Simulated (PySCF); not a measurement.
# How the method changes the constants of AlSi

State: ⁴Σ⁻ (quartet), unpaired electrons σ ↑, π ↑↑. Set-up: PySCF, spin-free X2C with a Gaussian nucleus, basis sets Al x2c-SVPall, Si x2c-SVPall. De refers to Al + Si in their high-spin ground configurations, without counterpoise correction. The functionals are run spin-unrestricted. A positive dipole means Al(−)Si(+).

```csv
Level,Re (Å),ωe (cm⁻¹),De (eV),μ (D)
UHF,2.477,350,1.63,-1.91
UHF-MP2,2.412,394,2.27,n/a
UHF-SCS-MP2,2.415,390,2.08,n/a
UHF-CCSD,2.425,390,2.18,n/a
UHF-CCSD(T),2.422,393,2.29,n/a
PBE,2.436,370,2.75,-1.17
TPSS,2.425,375,2.61,-1.29
r²SCAN,2.420,382,2.71,-1.37
PBE0,2.419,381,2.59,-1.39
MN15,2.408,377,2.82,-1.20
B2PLYP,2.421,382,2.33,-1.53
```

Q: Which functional lies closest to UHF-CCSD(T) in De, which farthest, and by how much do they differ from it?

A: Closest is B2PLYP (-0.1 pm in Re, -2.8 % in ωe, +0.04 eV in De against UHF-CCSD(T) in the same basis), farthest MN15 (-1.4 pm in Re, -4.1 % in ωe, +0.53 eV in De). CCSD(T) converges more slowly with the basis than the functionals do and binds too weakly in this one, so the order can change at the basis-set limit.

Q: What does a quarter of exact exchange do here, going from PBE to PBE0?

A: PBE0 less PBE: -1.7 pm in Re, +3.0 % in ωe, -0.16 eV in De. Exact exchange removes part of the self-interaction that spreads semilocal densities, and in most molecules shortens and stiffens the bond and lowers De; so it does here.

Q: What does the step from GGA to meta-GGA do here, going from PBE to r²SCAN?

A: r²SCAN less PBE: -1.6 pm in Re, +3.2 % in ωe, -0.04 eV in De. 

Correlated steps freeze 10 core orbitals. Correlated levels converge slowly with the basis: in double zeta they bind strong bonds too weakly, by up to about 1 eV, and carry superposition errors of some tenths. B2PLYP dipoles, levels and charges come from its SCF part alone. The state is the lowest determinant that a PBE0 search found; another state may lie lower at other levels.

The whole job (state search and all levels along the bond) took about 1.3 min on 1 thread of Intel Xeon Platinum 8488C (shared host), peak memory 0.42 GiB.
